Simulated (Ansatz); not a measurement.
Two shapes of singlet C3H5(+).

Shape 1:

```xyz
8

C     0.0000    0.0000   -0.4928
C     0.0000    1.1898    0.2111
C     0.0000   -1.1898    0.2111
H     0.0000    0.0000   -1.5874
H     0.0000    2.1593   -0.3030
H     0.0000    1.2037    1.3086
H     0.0000   -2.1593   -0.3030
H     0.0000   -1.2037    1.3086
```

Shape 2:

```xyz
8

C     0.0000    0.0000   -0.4533
C     0.0000    1.0946    0.1942
C     0.0000   -1.0946    0.1942
H     0.0000    0.0000   -1.4604
H     0.0000    1.9866   -0.2788
H     0.0000    1.1074    1.2039
H     0.0000   -1.9866   -0.2788
H     0.0000   -1.1074    1.2039
```

Basis set: cc-pVDZ (spherical functions). Left uncorrelated: 3 orbitals. Charge 1, multiplicity 1.

Computed with Ansatz (development build ahead of 0.2.0); each method stands on the lowest determinant of its kind that the runs found.

Task: Which shape is lower in energy, and by how much in each method?

Result:

```tsv
method	E(2) − E(1) (eV)
RHF	1.372
RHF-MP2	1.771
```

Shape 1 is lower. Caution: no unrestricted run beside it, a lower state can exist.
